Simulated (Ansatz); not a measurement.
# C5H12: the cost of one run

Computed with Ansatz 0.2.0 (the levels named in each step, unless a step's input says otherwise).

**1. The starting structure**

Bond lengths (14 of 16 bonds, heavy atoms first): C1–C2 1.524 Å, C2–C3 1.526 Å, C3–C4 1.527 Å, C4–C5 1.524 Å, C1–H6 1.086 Å, C1–H7 1.088 Å, C1–H8 1.094 Å, C2–H9 1.096 Å, C2–H10 1.087 Å, C3–H11 1.094 Å, C3–H12 1.091 Å, C4–H13 1.091 Å, C4–H14 1.096 Å, C5–H15 1.088 Å. Angles (14 of 30 angles, heavy atoms first): C1–C2–C3 111.9°, C2–C3–C4 112.2°, C3–C4–C5 112.0°, C1–C2–H9 109.2°, C1–C2–H10 109.3°, C3–C2–H9 109.1°, C3–C2–H10 109.5°, C2–C1–H6 110.5°, C2–C1–H7 110.7°, C2–C1–H8 110.6°, C2–C3–H11 109.2°, C2–C3–H12 109.4°, C4–C3–H11 109.2°, C4–C3–H12 109.3°.

Coordinates:

```xyz
17

C    -2.5162   -0.0090    0.4140
C    -1.2830   -0.0065   -0.4811
C     0.0102   -0.0022    0.3296
C     1.2495    0.0089   -0.5624
C     2.5375    0.0075    0.2518
H    -2.5225   -0.8902    1.0492
H    -3.4251   -0.0061   -0.1836
H    -2.5238    0.8735    1.0603
H    -1.3056    0.8809   -1.1242
H    -1.3046   -0.8818   -1.1248
H     0.0259    0.8793    0.9771
H     0.0368   -0.8837    0.9728
H     1.2232    0.8870   -1.2089
H     1.2307   -0.8757   -1.2097
H     3.4062    0.0074   -0.4030
H     2.5913   -0.8778    0.8780
H     2.5848    0.8858    0.8892
```

**2. A rough first relaxation, PBE-D4/def2-SVP**

This run stands in another session on the same molecule. It ended at:

```xyz
17

C    -2.5494   -0.0075    0.4120
C    -1.3010   -0.0024   -0.4711
C     0.0104   -0.0012    0.3203
C     1.2671    0.0047   -0.5553
C     2.5707    0.0059    0.2440
H    -2.5763   -0.9026    1.0684
H    -3.4804   -0.0080   -0.1903
H    -2.5803    0.8842    1.0730
H    -1.3213    0.8850   -1.1430
H    -1.3171   -0.8867   -1.1472
H     0.0302    0.8834    0.9978
H     0.0349   -0.8894    0.9929
H     1.2387    0.8923   -1.2265
H     1.2435   -0.8793   -1.2316
H     3.4603    0.0106   -0.4179
H     2.6453   -0.8893    0.8967
H     2.6401    0.8975    0.9023
```

**3. Relaxation, PBE0-D4/def2-TZVP**

This run stands in another session on the same molecule. It ended at:

```xyz
17

C    -2.5226   -0.0076    0.4118
C    -1.2878   -0.0022   -0.4723
C     0.0103   -0.0010    0.3177
C     1.2539    0.0046   -0.5557
C     2.5440    0.0058    0.2457
H    -2.5411   -0.8910    1.0564
H    -3.4417   -0.0083   -0.1787
H    -2.5455    0.8724    1.0610
H    -1.3098    0.8746   -1.1301
H    -1.3054   -0.8757   -1.1346
H     0.0297    0.8730    0.9816
H     0.0343   -0.8783    0.9769
H     1.2282    0.8815   -1.2132
H     1.2327   -0.8688   -1.2179
H     3.4224    0.0099   -0.4038
H     2.6093   -0.8775    0.8873
H     2.6047    0.8858    0.8923
```

**4. Relaxation, PBE0-D4/def2-SVP**

This run stands in another session on the same molecule. It ended at:

```xyz
17

C    -2.5329   -0.0076    0.4099
C    -1.2922   -0.0021   -0.4686
C     0.0104   -0.0009    0.3197
C     1.2585    0.0046   -0.5523
C     2.5541    0.0058    0.2431
H    -2.5582   -0.8968    1.0606
H    -3.4566   -0.0084   -0.1887
H    -2.5627    0.8779    1.0653
H    -1.3126    0.8793   -1.1342
H    -1.3081   -0.8801   -1.1389
H     0.0301    0.8777    0.9910
H     0.0346   -0.8830    0.9863
H     1.2306    0.8861   -1.2176
H     1.2351   -0.8734   -1.2223
H     3.4366    0.0099   -0.4148
H     2.6266   -0.8831    0.8906
H     2.6221    0.8916    0.8953
```

**5. Frequencies, PBE0-D4/def2-SVP**

Contents of input.yaml:

```yaml
crystal:
  periodic: [false, false, false]
  atoms:
    - { symbol: C, position_ang: [-2.53290192, -0.0076386, 0.40992496] }
    - { symbol: C, position_ang: [-1.29217634, -0.00214261, -0.46862855] }
    - { symbol: C, position_ang: [0.01037669, -0.00091478, 0.31967336] }
    - { symbol: C, position_ang: [1.25847221, 0.00462135, -0.5522743] }
    - { symbol: C, position_ang: [2.55410395, 0.00580351, 0.243102] }
    - { symbol: H, position_ang: [-2.55816455, -0.89681402, 1.06062569] }
    - { symbol: H, position_ang: [-3.45661501, -0.00840697, -0.18870181] }
    - { symbol: H, position_ang: [-2.56268973, 0.87793142, 1.06533365] }
    - { symbol: H, position_ang: [-1.31262207, 0.87931469, -1.13423413] }
    - { symbol: H, position_ang: [-1.308137, -0.88014675, -1.13890393] }
    - { symbol: H, position_ang: [0.03006192, 0.87770659, 0.99100111] }
    - { symbol: H, position_ang: [0.03457691, -0.88300832, 0.98628369] }
    - { symbol: H, position_ang: [1.23061265, 0.88607924, -1.21760935] }
    - { symbol: H, position_ang: [1.23511824, -0.87338201, -1.22233452] }
    - { symbol: H, position_ang: [3.43660323, 0.00985197, -0.41475748] }
    - { symbol: H, position_ang: [2.62664773, -0.88314491, 0.890551] }
    - { symbol: H, position_ang: [2.62208307, 0.89160019, 0.89534862] }
basis:
  gaussian: { orbitals: def2-SVP }
hamiltonian:
  xc: pbe0
  dispersion: d4
phonons: {}
```

Run with:

```
$ ansatz run input.yaml --threads 4 --pin off --max-ram 10240MiB --backend cpu --events-out ev --progress --plain --runs-dir out
```

Q: Estimate wall time and peak memory on 4 threads of AMD EPYC (Zen 3), shared host.

About 6.8 min, with a peak of 0.34 GiB.
